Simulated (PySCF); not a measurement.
Species: CH5P.
SMILES with atom numbers: `[CH2:1]=[PH3:2]` (hydrogens: H3, H4 on C1; H5, H6, H7 on P2)

The same species was optimised twice, with GFN2-xTB and with PBE0-D3(BJ)/def2-SVP (PySCF), and the same property calculations (PySCF, gas phase) were run on both structures.

```csv
coordinate,GFN2-xTB,PBE0-D3(BJ)/def2-SVP,change
P2–H6 (Å),1.380,1.419,+0.039
P2–H5 (Å),1.380,1.418,+0.038
P2–H7 (Å),1.426,1.460,+0.034
C1=P2 (Å),1.693,1.671,-0.022
C1–H3 (Å),1.088,1.093,+0.005
C1–H4 (Å),1.088,1.093,+0.005
C1–P2–H7 (°),137.6,129.7,-7.9
P2–C1–H3 (°),110.8,117.1,+6.3
P2–C1–H4 (°),110.8,117.0,+6.2
H3–C1–H4 (°),111.5,117.2,+5.7
H5–P2–H6 (°),102.0,105.0,+3.0
C1–P2–H6 (°),109.8,112.6,+2.8
C1–P2–H5 (°),109.8,112.5,+2.7
H5–P2–H7 (°),96.1,96.8,+0.7
```

Rotational constants: A = 79643, B = 13820, C = 13258 MHz (GFN2-xTB) against A = 76333, B = 13910, C = 13187 MHz (PBE0-D3(BJ)/def2-SVP). Point groups within 0.08 Å: Cs and Cs.

On the GFN2-xTB structure: lowest singlet, TDDFT (eV) 4.67 [PBE0/def2-SVPD]; isotropic polarisability (au) 43.8 [PBE0/def2-SVPD]; HOMO (eV) -5.69 [PBE0/def2-SVPD]; LUMO (eV) 0.23 [PBE0/def2-SVPD]; dipole (D) 2.45 [PBE0/def2-SVPD]; HOMO (eV) -5.64 [PBE0/pcSseg-1]; LUMO (eV) 0.53 [PBE0/pcSseg-1]; dipole (D) 2.55 [PBE0/pcSseg-1]; GIAO shielding of C1 (ppm) 210.9 [PBE0/pcSseg-1]; GIAO shielding of P2 (ppm) 452.4 [PBE0/pcSseg-1].

Question: What do these properties become on the PBE0-D3(BJ)/def2-SVP structure?

Answer: 
```tsv
property	level	on GFN2-xTB	on PBE0-D3(BJ)/def2-SVP	change
lowest singlet, TDDFT (eV)	PBE0/def2-SVPD	4.67	4.47	-0.20
isotropic polarisability (au)	PBE0/def2-SVPD	43.8	44.2	+0.4
HOMO (eV)	PBE0/def2-SVPD	-5.69	-5.41	+0.28
LUMO (eV)	PBE0/def2-SVPD	0.23	0.40	+0.17
dipole (D)	PBE0/def2-SVPD	2.45	2.17	-0.28
energy, GFN2-xTB geometry as zero (kcal/mol)	PBE0/def2-SVPD	0.0	-2.9	-2.9
HOMO (eV)	PBE0/pcSseg-1	-5.64	-5.35	+0.29
LUMO (eV)	PBE0/pcSseg-1	0.53	0.71	+0.18
dipole (D)	PBE0/pcSseg-1	2.55	2.27	-0.28
energy, GFN2-xTB geometry as zero (kcal/mol)	PBE0/pcSseg-1	0.0	-2.7	-2.7
GIAO shielding of C1 (ppm)	PBE0/pcSseg-1	210.9	213.2	+2.3
GIAO shielding of P2 (ppm)	PBE0/pcSseg-1	452.4	439.9	-12.5
```

The heavy atoms differ by 0.011 Å rms after alignment. Among all bonds P2–H5 and P2–H6 change most and about equally (+0.038 to +0.039 Å). Changes are differences of the printed values. Neither structure is proved a minimum here.
